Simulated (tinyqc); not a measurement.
Worked calculation: CIS on RHF in the sto-3g basis, frozen core, for H2O, spin multiplicity 1. One step of it, computed by the program tinyqc.

Task: CIS matrix, singlets. A(ia,jb) = (e_a - e_i) d_ij d_ab + 2 (ia|jb) - (ij|ab).

orbital energies (hartree): MO1 -20.235417, MO2 -1.303192, MO3 -0.652780, MO4 -0.460146, MO5 -0.396653, MO6 0.669814, MO7 0.820877

Two-electron integrals over orbitals (pq|rs), unique and non-zero (hartree); the lowest 1 orbital is frozen and left out:
```
(22|22) 0.735696    (32|32) 0.149810    (33|22) 0.659760    (33|33) 0.651894
(42|22) 0.017052    (42|33) 0.008081    (42|42) 0.119598    (43|32) 0.015037
(43|43) 0.044596    (44|22) 0.680305    (44|33) 0.613785    (44|42) -0.104863
(44|44) 0.815968    (52|52) 0.142578    (53|53) 0.030102    (54|52) -0.047316
(54|54) 0.058690    (55|22) 0.746855    (55|33) 0.642002    (55|42) -0.061655
(55|44) 0.742894    (55|55) 0.880159    (62|22) 0.146411    (62|33) 0.080339
(62|42) 0.017928    (62|44) 0.099074    (62|55) 0.164291    (62|62) 0.104626
(63|32) -0.040441   (63|43) -0.024316   (63|63) 0.068526    (64|22) 0.084138
(64|33) 0.040961    (64|42) -0.022513   (64|44) 0.112433    (64|55) 0.101770
(64|62) 0.059447    (64|64) 0.057573    (65|52) 0.062081    (65|54) -0.004935
(65|65) 0.040540    (66|22) 0.623419    (66|33) 0.580192    (66|42) 0.062268
(66|44) 0.550288    (66|55) 0.593372    (66|62) 0.097696    (66|64) 0.041732
(66|66) 0.601031    (72|32) 0.033839    (72|43) -0.034753   (72|63) 0.037039
(72|72) 0.059223    (73|22) 0.127865    (73|33) 0.091860    (73|42) -0.074245
(73|44) 0.166540    (73|55) 0.184266    (73|62) 0.079148    (73|64) 0.068362
(73|66) 0.035399    (73|73) 0.149611    (74|32) -0.077759   (74|43) 0.009042
(74|63) 0.039725    (74|72) -0.016139   (74|74) 0.067962    (75|53) 0.023509
(75|75) 0.023926    (76|32) 0.102925    (76|43) 0.040464    (76|63) -0.063048
(76|72) -0.012577   (76|74) -0.056465   (76|76) 0.115883    (77|22) 0.632030
(77|33) 0.623758    (77|42) -0.010798   (77|44) 0.620185    (77|55) 0.631751
(77|62) 0.072046    (77|64) 0.037072    (77|66) 0.572361    (77|73) 0.092110
(77|77) 0.629501
```

Give: CIS matrix A, singlet.

Result:

CIS matrix A, singlet (hartree):
```
       2>6     2>7     3>6    3>7    4>6     4>7    5>6    5>7
2>6  1.559   0.000   0.000  0.055  0.057   0.000  0.000  0.000
2>7  0.000   1.610  -0.029  0.000  0.000  -0.021  0.000  0.000
3>6  0.000  -0.029   0.879  0.000  0.000   0.039  0.000  0.000
3>7  0.055   0.000   0.000  1.149  0.096   0.000  0.000  0.000
4>6  0.057   0.000   0.000  0.096  0.695   0.000  0.000  0.000
4>7  0.000  -0.021   0.039  0.000  0.000   0.797  0.000  0.000
5>6  0.000   0.000   0.000  0.000  0.000   0.000  0.554  0.000
5>7  0.000   0.000   0.000  0.000  0.000   0.000  0.000  0.634
```
